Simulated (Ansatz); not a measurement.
C2H3Cl, SMILES `C[C]Cl` (singlet; the order of the spin states depends on the level) (charge 0, multiplicity 1). This singlet lies 0.40 eV below the relaxed triplet at the level frozen-core CCSD(T)/cc-pVTZ // B3LYP-D3(BJ)/def2-TZVP (Ansatz, a first-principles code); other levels give the other order.

Method: Ansatz with PBE/cc-pVTZ // B3LYP-D3(BJ)/def2-TZVP.

Ansatz 0.2 input:
```yaml
crystal:
  periodic: [false, false, false]
  atoms:
    - { symbol: C, position_ang: [-0.460011, 0.057043, 0.001538] }
    - { symbol: C, position_ang: [0.739056, -0.777951, 0.220056] }
    - { symbol: Cl, position_ang: [2.165818, 0.106986, -0.137579] }
    - { symbol: H, position_ang: [-1.103894, -0.50954, -0.684] }
    - { symbol: H, position_ang: [-1.013873, 0.039937, 0.949826] }
    - { symbol: H, position_ang: [-0.327098, 1.083526, -0.349842] }
basis:
  gaussian: { orbitals: cc-pVTZ }
hamiltonian:
  xc: pbe
```

Output:

```
Functional definition: PBE
781 factors; their error is unknown
mean field evaluation 1: about -14625.3082 eV, gradient 6.6e1 eV
mean field evaluation 2: about -14599.3514 eV, gradient 1.1e2 eV
mean field evaluation 4: about -14635.0959 eV, gradient 1.5e1 eV
mean field evaluation 8: about -14635.6781 eV, gradient 1.3e-1 eV
mean field evaluation 16: about -14635.6563 eV, gradient 1.2e-4 eV
mean field -14635.65625665 eV, -537.8504470279 hartree, gradient 5.5e-5 eV, S^2 0.000000; 0 other end points of the search recorded, 0 dependent functions left out
reference -14635.65628815 eV, -537.8504481854 hartree; 16, 16 occupied and 120, 120 virtual orbitals, 781 factors
Total energy: -14635.65628815 eV, -537.8504481854 hartree
```
